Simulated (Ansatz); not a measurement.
**BHO (singlet): wave-function methods side by side at distance B1–H3 = 2.184 Å, 6-31G**

How much of the correlation energy of BHO (singlet) does each wave-function method recover here?

Computed with Ansatz 0.2.0, Gaussian basis. Level: 6-31G, core rule «outside noble gas», up to 2 orbitals frozen.

Plan: UHF; CCSD(T) on RHF; CCSD(T) on UHF; BCCD(T) on RHF; CISD; CCSDT(Q) on RHF; CCSDT(Q) on UHF; CISDTQ; CCSDTQ on RHF; CASSCF and MRCISD+Q, 2 electrons in 2 orbitals; CASSCF and NEVPT2, 2 electrons in 2 orbitals; CASSCF and MRCISD+Q, 10 electrons in 9 orbitals; CASSCF and NEVPT2, 10 electrons in 9 orbitals; Full CI.

27 further runs of the same task are left out: 4 for a known fault of the program, 2 for a mislabelled method, 16 that didn't finish, 5 set aside as unsound or not needed.

### 1 What is computed

The geometry derives from a PBE0/def2-TZVP stationary point (not a proven minimum). One bond is set to the value named and the two fragments are kept rigid.

3 atoms, charge 0, spin multiplicity 1.

Atoms are counted from 1 here; the program's logs count them from 0.

Bond lengths: B1–O2 1.198 Å.

### 2 UHF

Input file in.yaml:

```yaml
crystal:
  periodic: [false, false, false]
  atoms:
    - {symbol: B, position_ang: [0.000000, 0.000000, 0.328680]}
    - {symbol: O, position_ang: [0.000000, 0.000000, 1.526641]}
    - {symbol: H, position_ang: [0.000000, 0.000000, -1.855320]}
basis:
  gaussian: {orbitals: 6-31G}
magnetization: {spin_polarized: true, initial_magnetization: 0}
hamiltonian: {xc: hf}
output: {orbitals: {seedname: orbitals}}
```

The run is started by

```
$ ansatz run in.yaml --threads 1 --pin off --events-out ev --progress --plain --max-ram 2393MiB
```

The runs that follow: CCSD(T) on RHF; CCSD(T) on UHF; BCCD(T) on RHF; CISD; CCSDT(Q) on RHF; CCSDT(Q) on UHF; CISDTQ; CCSDTQ on RHF; CASSCF and MRCISD+Q, 2 electrons in 2 orbitals; CASSCF and NEVPT2, 2 electrons in 2 orbitals; CASSCF and MRCISD+Q, 10 electrons in 9 orbitals; CASSCF and NEVPT2, 10 electrons in 9 orbitals; Full CI.

**Question.** What will the summary of the whole plan be? Wanted: FCI below the RHF energy; RMP2 from FCI; UMP2 from FCI; RCCSD from FCI; RCCSD(T) from FCI; UCCSD(T) from FCI; RCCSDT(Q) from FCI; UCCSDT(Q) from FCI; NEVPT2 pair from FCI.

**Answer**, as computed:

```
                         quantity                                                                               value
         FCI below the RHF energy                                                                          -6.6291 eV
                    RMP2 from FCI                                                                          +858.2 meV
                    UMP2 from FCI                                                                          +911.5 meV
                   RCCSD from FCI                                                                          +285.7 meV
                RCCSD(T) from FCI                                                                           +27.8 meV
                UCCSD(T) from FCI                                                                          +114.6 meV
               RCCSDT(Q) from FCI                                                                            -6.1 meV
               UCCSDT(Q) from FCI                                                                           -11.3 meV
             NEVPT2 pair from FCI                                                                          +191.5 meV
           MRCISD+Q pair from FCI                                                                          +129.3 meV
          NEVPT2 valence from FCI                                                                          +393.8 meV
levels within 1 kcal/mol (43 meV)  RCCSD(T), BCCD(T), RCCSDT, UCCSDT, RCCSDT(Q), UCCSDT(Q), RCCSDTQ, MRCISD+Q valence
                    T1 diagnostic                                                                               0.028
   effectively unpaired electrons                                                                                0.43
```

In words: RCCSD(T) lands +27.8 meV from the yardstick (0.4 % of the correlation energy). CCSD(T) misses by +27.8 meV on the restricted determinant and by +114.6 meV on the unrestricted one; the two need not hold the same state or core. RCCSDT(Q), UCCSDT(Q) fall below full CI: unrestricted runs freeze a spin-polarised core, another one than full CI's, and coupled cluster isn't variational. The occupations show some static correlation. Of the multireference levels listed MRCISD+Q valence comes nearest in total energy (+29.9 meV), which doesn't show that its space is the better one. These misses are within one basis, not against nature.
